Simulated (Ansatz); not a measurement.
Cost and result for the atomization energy of C₅H₅F, SMILES `FC1=CCC=C1` (11 atoms, 11 bonds).

Z-matrix (Å, degrees):
```
C
C 1 1.495
C 1 1.492 2 104.2
H 1 1.098 2 111.2 3 -121.0
H 1 1.098 2 111.2 3 121.0
C 2 1.340 1 109.4 3 -0.0
H 2 1.081 1 123.9 3 180.0
C 3 1.337 1 106.9 2 0.0
H 3 1.079 1 125.9 2 -180.0
H 6 1.081 2 128.0 1 -180.0
F 8 1.330 3 126.7 1 180.0
```

Charge 0, multiplicity 1. All single points use the PBE0-D4/def2-TZVP geometry. Program: Ansatz. All runs use 4 threads of a server CPU on a shared host. Times are those of one run each, without the atoms' runs, and a repeat can differ threefold. Electronic energies, without spin–orbit coupling; frozen cores. CCSD(T)/CBS adds CCSD(T) − MP2 in def2-TZVPP to the MP2 limit, and its time is that of the two runs behind it. T1 = 0.012; the RHF reference is unstable towards UHF. HSE06 is the plane-wave form, built on full-range PBE exchange.

CCSD(T)/CBS is a level of theory with its own doubt, some kJ/mol a heavy atom from the limit and from the frozen cores, so smaller differences don't rank the functionals.

```json
{"level": "LDA (SPW92)/def2-TZVPP", "functions": "256", "wall time": "1.3 s", "atomization (kJ/mol)": "5801.7", "difference from CCSD(T)/CBS": "838.0", "per bond": "76.2"}
{"level": "BLYP-D4/def2-TZVPP", "functions": "256", "wall time": "2.3 s", "atomization (kJ/mol)": "4985.6", "difference from CCSD(T)/CBS": "21.9", "per bond": "2.0"}
{"level": "PBE-D4/def2-TZVPP (with forces)", "functions": "256", "wall time": "2.7 s", "atomization (kJ/mol)": "5169.6", "difference from CCSD(T)/CBS": "205.9", "per bond": "18.7"}
{"level": "CAM-B3LYP-D4/def2-TZVPP", "functions": "256", "wall time": "3.4 s", "atomization (kJ/mol)": "4998.3", "difference from CCSD(T)/CBS": "34.6", "per bond": "3.1"}
{"level": "HSE06-D4/def2-TZVPP", "functions": "256", "wall time": "3.7 s", "atomization (kJ/mol)": "5061.2", "difference from CCSD(T)/CBS": "97.5", "per bond": "8.9"}
{"level": "r2SCANh-D4/def2-TZVPP", "functions": "256", "wall time": "5 s", "atomization (kJ/mol)": "4975.7", "difference from CCSD(T)/CBS": "12.0", "per bond": "1.1"}
{"level": "PBE-QIDH/def2-TZVPP", "functions": "256", "wall time": "7 s", "atomization (kJ/mol)": "4996.2", "difference from CCSD(T)/CBS": "32.5", "per bond": "3.0"}
{"level": "CCSD(T)/def2-SVP", "functions": "109", "wall time": "8 s", "atomization (kJ/mol)": "4783.2", "difference from CCSD(T)/CBS": "-180.5", "per bond": "-16.4"}
{"level": "B97M-V/def2-TZVPP", "functions": "256", "wall time": "10 s", "atomization (kJ/mol)": "4994.0", "difference from CCSD(T)/CBS": "30.3", "per bond": "2.8"}
{"level": "ωB97M-V/def2-TZVPP (with forces)", "functions": "256", "wall time": "12 s", "atomization (kJ/mol)": "4993.3", "difference from CCSD(T)/CBS": "29.6", "per bond": "2.7"}
{"level": "MP2/def2-QZVPP", "functions": "492", "wall time": "33 s", "atomization (kJ/mol)": "5051.3", "difference from CCSD(T)/CBS": "87.6", "per bond": "8.0"}
{"level": "CCSD(T)/def2-TZVPP", "functions": "256", "wall time": "3.7 min", "atomization (kJ/mol)": "4845.9", "difference from CCSD(T)/CBS": "-117.8", "per bond": "-10.7"}
{"level": "CCSD(T)/CBS(def2)", "functions": "–", "wall time": "4.3 min", "atomization (kJ/mol)": "4963.7", "difference from CCSD(T)/CBS": "0.0", "per bond": "0.0"}
```

From PBE to PBE0 (25 % exact exchange), in def2-TZVPP and without D4, the atomization energy moves by −109.0 kJ/mol: exact exchange takes away binding that semilocal exchange gives to molecules. At CCSD(T), def2-SVP lies −180.5 kJ/mol from the extrapolated value and def2-TZVPP −117.8 kJ/mol: correlation converges slowly with the basis, and small sets miss more of it in the bonded molecule than in its fragments. Leaving LDA and LC-ωPBE aside and taking each functional with its dispersion term where it has one, the values, not all of them listed here, spread over 364.9 kJ/mol, from BHLYP-D4 to PBE-D4. LDA lies +654.9 kJ/mol from PBE without D4, its usual overbinding.
